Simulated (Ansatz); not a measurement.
## Structure relaxation of ZrNbFe4

Computed with DFT PBEsol, scalar-relativistic, plane waves, PAW (Ansatz). Cutoff 420 eV, Γ-centred k mesh, Gaussian smearing, collinear spin, first started from parallel moments.

The start is a database structure of ZrNbFe4, space group F-43m (No. 216).

```
Zr Nb Fe
1.0
     0.00000    3.50086    3.50086
     3.50086    0.00000    3.50086
     3.50086    3.50086    0.00000
Zr Nb Fe
1 1 4
Direct
  0.75000 0.75000 0.75000
  0.50000 0.50000 0.50000
  0.12506 0.12506 0.12506
  0.12506 0.12506 0.62482
  0.12506 0.62482 0.12506
  0.62482 0.12506 0.12506
```

Steps on the 4×4×4 mesh (6 atoms). 4 of 5 steps are shown, and the free energy counts from the last. Trial steps that were taken back and renewals of the plane-wave basis can be among the rows.

| step | ΔF (meV/atom) | V (Å³/atom) | P (GPa) | largest force component (eV/Å) |
| --- | --- | --- | --- | --- |
| 1 | 49.7 | 14.30 | -13.64 | 0.047 |
| 2 | 2.0 | 12.99 | 3.56 | 0.007 |
| 3 | -0.3 | 13.24 | -0.46 | 0.009 |
| 5 | 0.0 | 13.21 | -0.02 | 0.001 |

A final relaxation ran on a 10×10×10 mesh. The relaxed crystal, F-43m (No. 216):

Space group F-43m (No. 216). a = 6.818 Å, b = 6.818 Å, c = 6.818 Å, α = 90.00°, β = 90.00°, γ = 90.00°
```
atom site symmetry x y z
  Zr    4c      -43m  0.2500  0.2500  0.2500
  Nb    4b      -43m  0.5000  0.0000  0.0000
  Fe   16e       .3m  0.1252  0.1252  0.8748
```

| Item | Value |
| --- | --- |
| Volume per atom | 13.20 Å³ |
| Density | 8.54 g/cm³ |
| Energy over the elements | -0.23 eV/atom |
| Gap on the 10×10×10 mesh | 0 eV (a metal) |
| Net moment per atom | 0.88 μB |
| Largest site moment | 1.54 μB |

Formation energies are uncorrected and refer to the elements' standard structures at the same level.

The final run used a 10×10×10 mesh on its 6-atom cell and 0.10 eV smearing. The k mesh leaves about 4 meV/atom of noise in metals.

A structure relaxed within its symmetry needn't be a true minimum.

Cost: 3 runs of about 5.8 core-minutes in all, on Arm Neoverse V1 (shared hosts).